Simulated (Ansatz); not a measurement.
# BH2O (SMILES [BH]O) at U-wB97X/cc-pVTZ

What is the vertical ionisation energy of BH2O at U-wB97X/cc-pVTZ? 

The results are computed with Ansatz 0.2.0.

50 further runs of the same task are left out: 50 set aside as unsound or not needed.

## (1) The molecule

BH2O has 4 atoms, charge 0, and is taken as a doublet. SMILES: `[BH]O`. Geometry: relaxed at PBE0-D4/def2-TZVP.

Bond lengths: B1–O2 1.333 Å, B1–H3 1.201 Å, O2–H4 0.961 Å. Angles: B1–O2–H4 114.6°, O2–B1–H3 121.0°.

## (2) A single-point energy at U-wB97X/cc-pVTZ

Input file run.yaml:

```yaml
crystal:
  periodic: [false, false, false]
  atoms:
    - {symbol: B, position_ang: [-0.006100, -0.485500, 0.388300]}
    - {symbol: O, position_ang: [0.119700, 0.544500, -0.448600]}
    - {symbol: H, position_ang: [-1.064200, -1.032400, 0.540300]}
    - {symbol: H, position_ang: [1.006100, 0.913200, -0.500300]}
basis:
  gaussian: {orbitals: cc-pVTZ}
magnetization: {spin_polarized: true, initial_magnetization: 1}
hamiltonian: {xc: {name: wB97X}}
accuracy: high
output: {orbitals: {seedname: orbitals}}
```

Launch:

```sh
$ ansatz run run.yaml --threads 1 --pin off --max-ram 3480MiB --events-out events.jsonl --progress --plain --runs-dir runs
```

Standard output:

```text
Warning: RAYON_NUM_THREADS=1 ignored (pool sized by the plan → 1); use --threads N
Functional definition: wB97X
  name "wB97X"
  parameter omega = 0.3/bohr
  parameter cx = 0.157706
  parameter cx1 = 0.726479
  parameter cx2 = 1.04760
  parameter cx3 = -5.70635
  parameter cx4 = 13.2794
  parameter css1 = -4.33879
  parameter css2 = 18.2308
  parameter css3 = -31.7430
  parameter css4 = 17.2901
  parameter cos1 = 2.37031
  parameter cos2 = -11.3995
  parameter cos3 = 6.58405
  parameter cos4 = -3.78132
  exchange = spin_sum(e_x_unif_sr(omega)*poly(b97_u_x, 1 - cx, cx1, cx2, cx3, cx4)) + cx*exact_x_sr(omega)
      + exact_x_lr(omega)
  correlation = spin_sum(e_c_pw_same_spin*poly(b97_u_same, 1, css1, css2, css3, css4))
      + integral(e_c_pw_opposite_spin*poly(b97_u_opposite, 1, cos1, cos2, cos3, cos4))
1459 factors; integrals over basis functions are off by at most 3.0e-9 eV
238 factors; integrals over basis functions are off by at most 2.0e-9 eV
mean field evaluation 1: about -2751.9532 eV, gradient 3.0e1 eV
mean field evaluation 2: about -2751.2473 eV, gradient 3.5e1 eV
mean field evaluation 4: about -2754.9860 eV, gradient 6.9e-1 eV
mean field evaluation 8: about -2754.9939 eV, gradient 2.2e-2 eV
mean field evaluation 16: about -2754.9939 eV, gradient 4.6e-5 eV
mean field -2754.99394063 eV, -101.2441599160 hartree, gradient 2.9e-8 eV, S^2 0.752169; 0 other end points of the search recorded, 0 dependent functions left out
reference -2754.99393878 eV, -101.2441598480 hartree; 8, 7 occupied and 80, 81 virtual orbitals, 1459 factors
Total energy: -2754.99393878 eV, -101.2441598480 hartree
```

Run time: 17 s. Hardware: 1 thread of Arm Neoverse V1, shared host; peak memory 0.39 GiB.

## (3) The singlet cation, same level

Input file input.yaml:

```yaml
crystal:
  periodic: [false, false, false]
  atoms:
    - symbol: B
      position_ang: [-0.006100, -0.485500, 0.388300]
    - symbol: O
      position_ang: [0.119700, 0.544500, -0.448600]
    - symbol: H
      position_ang: [-1.064200, -1.032400, 0.540300]
    - symbol: H
      position_ang: [1.006100, 0.913200, -0.500300]
basis:
  gaussian: {orbitals: cc-pVTZ}
total_charge: 1
hamiltonian: {xc: {name: wB97X}}
accuracy: high
output: {orbitals: {seedname: orbitals}}
```

Launch:

```sh
$ ansatz run input.yaml --threads 1 --pin off --max-ram 3480MiB --events-out events.jsonl --progress --plain --runs-dir runs
```

Standard output, cut to the lines that bear on the results:

```text
Warning: RAYON_NUM_THREADS=1 ignored (pool sized by the plan → 1); use --threads N
[... 2 set-up lines as earlier in the session ...]
[...]
      + exact_x_lr(omega)
[...]
      + integral(e_c_pw_opposite_spin*poly(b97_u_opposite, 1, cos1, cos2, cos3, cos4))
1459 factors; integrals over basis functions are off by at most 3.0e-9 eV
238 factors; integrals over basis functions are off by at most 2.0e-9 eV
[...]
mean field -2746.63062069 eV, -100.9368135774 hartree, gradient 2.1e-8 eV, S^2 0.000000; 0 other end points of the search recorded, 0 dependent functions left out
reference -2746.63061818 eV, -100.9368134852 hartree; 7, 7 occupied and 81, 81 virtual orbitals, 1459 factors
Total energy: -2746.63061818 eV, -100.9368134852 hartree
```

It took 9.3 s on 1 thread of Arm Neoverse V1, shared host; peak memory 0.26 GiB.

## (4) What came out

At U-wB97X/cc-pVTZ:

| quantity | value |
| --- | --- |
| doublet BH2O: total energy | -101.24416 Eh |
| doublet BH2O: HOMO energy (highest over α and β) | -7.88 eV |
| doublet BH2O: LUMO energy (lowest over α and β) | 0.36 eV |
| doublet BH2O: ⟨S²⟩ | 0.752 |
| singlet cation: total energy | -100.93681 Eh |
| singlet cation: HOMO energy | -21.77 eV |
| singlet cation: LUMO energy | -8.60 eV |
| singlet cation: HOMO–LUMO gap | 13.18 eV |
| vertical ionisation energy (to the singlet cation) | 8.363 eV |

**Reading.** The vertical ionisation energy comes to 8.36 eV (193 kcal/mol). Only the singlet of the ionised species was computed; a triplet could lie lower.
